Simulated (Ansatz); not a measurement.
Cost and result for the atomization energy of `O=CC1(O)CC1` (12 atoms, 12 bonds).

Z-matrix (Å, degrees):
```
C
C 1 1.466
C 1 1.509 2 117.6
O 1 1.377 2 114.3 3 146.2
C 1 1.509 2 117.6 3 -67.7
O 2 1.207 1 121.8 3 -146.1
H 2 1.108 1 116.2 3 33.9
H 3 1.082 1 113.9 2 143.1
H 3 1.083 1 118.7 2 1.8
H 4 0.969 1 105.2 2 -0.1
H 5 1.083 1 118.7 2 -1.9
H 5 1.082 1 113.9 2 -143.1
```

Total charge 0; spin multiplicity 1. The geometry is a stationary point of PBE0-D4/def2-TZVP. It is one conformer, not always the lowest. Program: Ansatz. All runs use 4 threads of an Intel Xeon Platinum 8488C on a shared host. Times are those of one run each, without the atoms' runs, and a repeat can differ threefold. Electronic energies, without spin–orbit coupling; frozen cores. CCSD(T)/CBS adds CCSD(T) − MP2 in def2-TZVPP to the MP2 limit, and its time is that of the two runs behind it. T1 = 0.013. B3LYP takes the VWN-RPA correlation (the form of Gaussian; ORCA's B3LYP/G).

CCSD(T)/CBS is a level of theory with its own doubt, some kJ/mol a heavy atom from the limit and from the frozen cores, so smaller differences don't rank the functionals.

```json
{"level": "r2SCAN-D4/def2-TZVPP (with forces)", "functions": "270", "wall time": "3.9 s", "atomization (kJ/mol)": "5129.8", "difference from CCSD(T)/CBS": "41.2", "per bond": "3.4"}
{"level": "PBE-D4/def2-TZVPP (with forces)", "functions": "270", "wall time": "4.3 s", "atomization (kJ/mol)": "5287.8", "difference from CCSD(T)/CBS": "199.2", "per bond": "16.6"}
{"level": "PBE0-D4/def2-TZVPP", "functions": "270", "wall time": "5.5 s", "atomization (kJ/mol)": "5150.9", "difference from CCSD(T)/CBS": "62.3", "per bond": "5.2"}
{"level": "B3LYP-D4/def2-TZVPP (with forces)", "functions": "270", "wall time": "7 s", "atomization (kJ/mol)": "5089.5", "difference from CCSD(T)/CBS": "0.9", "per bond": "0.1"}
{"level": "B2PLYP/def2-TZVPP", "functions": "270", "wall time": "7 s", "atomization (kJ/mol)": "5047.4", "difference from CCSD(T)/CBS": "-41.2", "per bond": "-3.4"}
{"level": "ωB97M-V/def2-TZVPP (with forces)", "functions": "270", "wall time": "10 s", "atomization (kJ/mol)": "5116.8", "difference from CCSD(T)/CBS": "28.2", "per bond": "2.3"}
{"level": "ωB97X-V/def2-TZVPP", "functions": "270", "wall time": "11 s", "atomization (kJ/mol)": "5109.7", "difference from CCSD(T)/CBS": "21.1", "per bond": "1.8"}
{"level": "MP2/def2-QZVPP", "functions": "522", "wall time": "37 s", "atomization (kJ/mol)": "5174.6", "difference from CCSD(T)/CBS": "86.0", "per bond": "7.2"}
{"level": "CCSD(T)/def2-TZVPP", "functions": "270", "wall time": "2.6 min", "atomization (kJ/mol)": "4958.3", "difference from CCSD(T)/CBS": "-130.3", "per bond": "-10.9"}
{"level": "CCSD(T)/CBS(def2)", "functions": "–", "wall time": "3.2 min", "atomization (kJ/mol)": "5088.6", "difference from CCSD(T)/CBS": "0.0", "per bond": "0.0"}
```

In def2-TZVPP, CCSD(T) changes the Hartree–Fock value by +1367.3 kJ/mol (the triples alone add +94.8 kJ/mol) and MP2 by +1506.9 kJ/mol; breaking electron pairs costs correlation energy, which Hartree–Fock lacks. From PBE to PBE0 (25 % exact exchange), in def2-TZVPP and without D4, the atomization energy moves by −133.1 kJ/mol: exact exchange takes away binding that semilocal exchange gives to molecules. The D4 term adds +35.8 kJ/mol with B3LYP and +18.7 kJ/mol with PBE0; it sums over pairs of atoms, weighted by their polarisabilities, and B3LYP, whose exchange is more repulsive, gets the larger term.
